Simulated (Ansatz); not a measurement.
bcc Ta, treated with revPBE in Ansatz (PAW).

Settings: plane-wave cutoff 520 eV, 24×24×24 k mesh, Fermi–Dirac smearing 0.05 eV, scalar-relativistic PAW data made under PBE.

Cell (relaxed at this level):

```yaml
crystal:
  lattice:
    - [-1.66662, 1.66662, 1.66662]
    - [1.66662, -1.66662, 1.66662]
    - [1.66662, 1.66662, -1.66662]
  atoms:
    - { symbol: Ta, position: [0.00000, 0.00000, 0.00000] }
```

Q: Give the computed bulk modulus B0 and pressure derivative B′ of the bulk modulus.

A: 
* **bulk modulus B0**: 188 GPa
* **pressure derivative B′ of the bulk modulus**: 3.8

The run finds no gap.

Measured, for comparison: bulk modulus 198 GPa (corrected for temperature and zero-point phonon effects, our sources range from 194 to 203; as tabulated in Levämäki et al. (2014), arXiv:1402.3671). Computed (rounded) less measured: bulk modulus -5 % (-3 % to -7 % over the range).

Spin–orbit coupling is not included.

Computing time: about 70 core-seconds (a rough figure).

Ansatz is an electronic-structure program.
